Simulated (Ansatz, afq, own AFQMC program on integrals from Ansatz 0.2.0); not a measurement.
Two steps: Ansatz 0.2.0 writes the Fock matrix and Cholesky factors of the valence space, and afq projects on them the lowest state that overlaps trial and start.

```yaml
crystal:
  periodic: [false, false, false]
  atoms:
    - {symbol: Ge, position_ang: [0.000000, 0.000000, 0.080265]}
    - {symbol: C, position_ang: [0.000000, 0.000000, -1.701841]}
    - {symbol: H, position_ang: [0.000000, 0.000000, 1.621576]}
basis:
  gaussian: {orbitals: cc-pVDZ}
total_charge: 1
magnetization: {spin_polarized: true, initial_magnetization: 2}
correlation: {method: ccsd_t, electrons: outside_noble_gas, hamiltonian_folder: ham}
```

```sh
$ ansatz run in.yaml --threads 1 --pin off --events-out ev --progress --plain --max-ram 15360MiB --backend cuda --devices 0, --max-vram 18GiB
```

afq runs on the folder ham with

```
--method phaseless --trial hf --walkers 4000 --populations 20 --least-time 40 --time-step 0.005 --steps-per-block 20 --equilibration-blocks 112 --max-blocks 4000 --target-error 0.0008500 --factor-cut 1e-05 --start spin_pure --seed 2656 --taylor-order 6
```

Times are imaginary, in 1/Eh. The walk had a cap of 49 s. With eight or more populations the least sampling time is a fifth of least-time, and the error comes from their spread. Filled inner d shells are frozen with the cores.

```
orbitals 31  electrons 5 3  factors 237 of 504
reference energy -2113.27948414 Eh
CCSD correlation -0.18375658 Eh in 13 cycles, weight of the determinant in the CISD state 0.8696
energy of the start -2113.279897 Eh
 block  time / (1/Eh)  mean weight  energy / Eh
     1     0.100  1.0005  -2113.309751
     2     0.200  1.0008  -2113.335031
     3     0.300  1.0010  -2113.354493
     4     0.400  1.0009  -2113.369799
     5     0.500  1.0011  -2113.381773
     9     0.900  1.0006  -2113.418273
    25     2.500  1.0001  -2113.465441
    49     4.900  1.0001  -2113.465328
    73     7.300  0.9994  -2113.469978
    97     9.700  1.0000  -2113.464933
   121    12.100  1.0000  -2113.468258
   145    14.500  0.9997  -2113.469910
   169    16.900  0.9997  -2113.468288
   193    19.300  1.0001  -2113.461358
   217    21.700  1.0002  -2113.460457
   229    22.900  0.9997  -2113.474956
   241    24.100  0.9999  -2113.463601
error from the spread of 20 populations
energy -2113.467266 +/- 0.000793 Eh
(rows thinned)
```

(1) Estimate how long the walk took on 1 × NVIDIA H100 80GB HBM3 with 2 threads of AMD EPYC 7R13 Processor (Zen 3), with other jobs on the host (the card was shared).

The run passed its tests (sampling time, drift between the halves within three errors, error under three times the target), which doesn't prove that it has relaxed. The second half of the sampling lies above the first by 1.6 errors of their difference, so the energy may still be moving and its error bar be too small.

Against this walk (error 21.6 meV) on the same determinant: CCSD(T) 134.4 meV lower, CCSDT(Q) 212.1 meV lower, CCSDTQ 211.1 meV lower, a separate phaseless walk with a CISD trial and standard settings 163.2 ± 22.0 meV lower. The error is statistical and leaves out the bias of the constraint. CCSDTQ is the surest value here, so the walk's 211 meV above it is most likely the bias of the constraint with this trial, which can have either sign.

Cautions: constraint bias not in the error; no relativity below Rb; no spin-orbit coupling; inner d shell frozen.

Answers

(1) 26 s of wall time.

CCSDT and higher add their correlation energy to the determinant of the CCSD(T) run, since their own runs factorise the integrals more tightly (a shift of under 2 meV). A walk keeps the symmetry of its determinant, which the program's search chose and which needn't be the lowest solution, so a lower state of the same spin and another symmetry isn't excluded.
